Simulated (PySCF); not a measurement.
Match the calculated data to a structure.

All candidates are C6H12.

| technique | computed result |
| --- | --- |
| 13C NMR | chemical shifts (computed TMS as zero) by class: 138.1 (1 C), 134.2 (1 C), 29.1 (1 C), 26.4 (1 C), 19.0 (1 C), 17.4 (1 C) ppm [GIAO PBE0/pcSseg-1] |
| UV, strongest line | among the 8 lowest singlet transitions: S2 at 6.99 eV (177 nm, f = 0.434) [TDDFT CAM-B3LYP/def2-SVPD] |
| Triplet | lowest triplet excitation (Tamm–Dancoff): 4.40 eV [TDA CAM-B3LYP/def2-SVPD] |
| 1H NMR | chemical shifts (computed TMS as zero) by class: 5.62 (1 H), 2.10 (2 H), 1.77 (3 H), 1.72 (3 H), 0.97 (3 H) ppm [GIAO PBE0/pcSseg-1] |
| UV, first state | lowest singlet excitation: 6.49 eV (191 nm, f = 0.011) [TDDFT CAM-B3LYP/def2-SVPD] |
| Polarisability | 75.4 au [CAM-B3LYP/def2-SVPD] |
| Rotational structure | rotational constants A, B, C: 6.418, 1.938, 1.685 GHz [GFN2-xTB] |
| Dipole | 0.25 D [CAM-B3LYP/def2-SVPD] |

Gas-phase values; electronic properties from PySCF, density fitting. Levels stand in brackets. Geometry: GFN2-xTB, one conformer, isolated molecule. Each NMR value is the plain mean over a class of atoms that symmetry, rotation or inversion makes alike.

Problem. Which candidate is it?
A. `CCC=C(C)C` (2-methyl-2-pentene)
B. `CC(C)=C(C)C` (2,3-dimethyl-2-butene)
C. `C=CC(C)(C)C` (3,3-dimethyl-1-butene)
D. `C=C(CC)CC` (2-ethyl-1-butene)

Solution. A. It is `CCC=C(C)C`. Numbering: `[CH3:1][CH2:2][CH:3]=[C:4]([CH3:5])[CH3:6]`. Its formula, C6H12, gives 1 degree of unsaturation: 0 rings and 1 π bond in the structure found. 6 carbons fall into 6 classes; from least to most shielded: fully substituted alkene carbon [C4] (138.1 ppm), alkene CH carbon [C3] (134.2 ppm), allylic carbon [C5] (29.1 ppm), allylic carbon [C2] (26.4 ppm), allylic carbon [C6] (19.0 ppm), methyl carbon [C1] (17.4 ppm). Hydrogen classes from least to most shielded: 1 H on an alkene CH carbon, C3 (5.62 ppm), 2 H on an allylic carbon, C2 (2.10 ppm), 3 H on an allylic carbon, C5 (1.77 ppm), 3 H on an allylic carbon, C6 (1.72 ppm, a mean of values up to 0.9 ppm apart in this geometry), 3 H on a methyl carbon, C1 (0.97 ppm). The optimised geometry has point group C1 and is an asymmetric top.

The others, at the same levels:
- `CC(C)=C(C)C` fails: it has 2 carbon classes against 6; its computed 13C shifts are 131.6 (2 C), 23.0 (4 C) ppm, 1H shifts are 1.75 (12 H) ppm and lowest singlet excitation is 6.00 eV (207 nm, f = 0.007) (against 6.49 eV).
- `C=CC(C)(C)C` fails: it has 4 carbon classes against 6; its computed 13C shifts are 158.9 (1 C), 114.9 (1 C), 36.6 (1 C), 30.5 (3 C) ppm, 1H shifts are 6.25 (1 H), 5.21 (1 H), 5.21 (1 H), 1.06 (9 H) ppm and rotational constant A is 4.439 GHz (against 6.418 GHz).
- `C=C(CC)CC` fails: it has 4 carbon classes against 6; its computed 13C shifts are 163.2 (1 C), 115.8 (1 C), 31.7 (2 C), 16.0 (2 C) ppm, 1H shifts are 5.01 (2 H), 2.20 (4 H), 1.07 (6 H) ppm and rotational constant A is 4.199 GHz (against 6.418 GHz).

Each candidate is one conformer, not necessarily the lowest. The conformers computed, where there is a choice (atom-mapped SMILES and torsion angles):
- `[CH3:1][CH2:2][CH:3]=[C:4]([CH3:5])[CH3:6]`: C1–C2–C3–C4 -105°
- `[CH2:1]=[CH:2][C:3]([CH3:4])([CH3:5])[CH3:6]`: C1–C2–C3–C4 121°
- `[CH2:1]=[C:2]([CH2:3][CH3:4])[CH2:5][CH3:6]`: C1–C2–C3–C4 112°, C1–C2–C5–C6 112°
